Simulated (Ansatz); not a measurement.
Potential energy curve for CH, doublet.

- UHF/cc-pVDZ (Ansatz, a program for electronic structure)
- UMP2 = Ansatz with MP2 on UHF/cc-pVDZ, frozen core
- UCCSD = CCSD on UHF/cc-pVDZ, frozen core (Ansatz)
- UCCSD(T) = CCSD(T) on UHF/cc-pVDZ, frozen core (Ansatz)
- UCCSDT = CCSDT on UHF/cc-pVDZ, frozen core run with Ansatz
- UCCSDT(Q) = Ansatz with CCSDT(Q) on UHF/cc-pVDZ, frozen core
- UKS-B3LYP = unrestricted B3LYP/cc-pVDZ run with Ansatz
- UKS-PBE = unrestricted PBE/cc-pVDZ run with Ansatz
- FCI = full CI/cc-pVDZ, frozen core in Ansatz

All curves are set to zero at 1.13 Å and compared with full CI in the same basis at 1.13, 1.16, 1.21, 1.25, 1.29, 1.36, 1.53, 1.69, 1.89, 2.01, 2.24, 2.53, 2.76, 3.04, 3.38, 3.89, 4.49 Å.

Task: Order the methods by the spread of their error (largest minus smallest) over these points.

Result: UCCSDT(Q) has the smallest spread and UHF the largest. In order (kcal/mol): UCCSDT(Q) 0.05, UCCSDT 0.13, UCCSD(T) 2.18, UCCSD 3.54, UKS-B3LYP 6.77, UKS-PBE 8.44, UMP2 15.72, UHF 27.73.

Errors against full CI at some of the points (kcal/mol):

| method | 1.36 Å | 1.69 Å | 2.24 Å | 2.76 Å | 4.49 Å |
|---|---|---|---|---|---|
| UCCSDT(Q) | 0.0 | 0.0 | 0.0 | 0.0 | 0.0 |
| UCCSDT | 0.0 | 0.0 | 0.1 | 0.1 | -0.1 |
| UCCSD(T) | 0.0 | 0.3 | 1.8 | 0.9 | -0.4 |
| UCCSD | 0.2 | 1.2 | 2.6 | 0.4 | -1.0 |
| UKS-B3LYP | 0.1 | 1.9 | 5.8 | 6.0 | 6.8 |
| UKS-PBE | -1.4 | -1.4 | 4.6 | 6.0 | 6.6 |
| UMP2 | 2.0 | 9.6 | 1.8 | -4.3 | -6.1 |
| UHF | 5.0 | 8.2 | -9.4 | -17.0 | -19.3 |

The unrestricted determinant behind UHF, UMP2, UCCSD, UCCSD(T), UCCSDT, UCCSDT(Q) is spin-contaminated at 0.90 to 4.49 Å (<S²> up to 1.8, against 0.75 for a pure doublet). The unrestricted determinant behind UKS-B3LYP is spin-contaminated at 0.90, 1.89 to 4.49 Å (<S²> up to 1.8, against 0.75 for a pure doublet). The unrestricted determinant behind UKS-PBE is spin-contaminated at 0.90 to 1.13, 2.24 to 4.49 Å (<S²> up to 1.8, against 0.75 for a pure doublet).
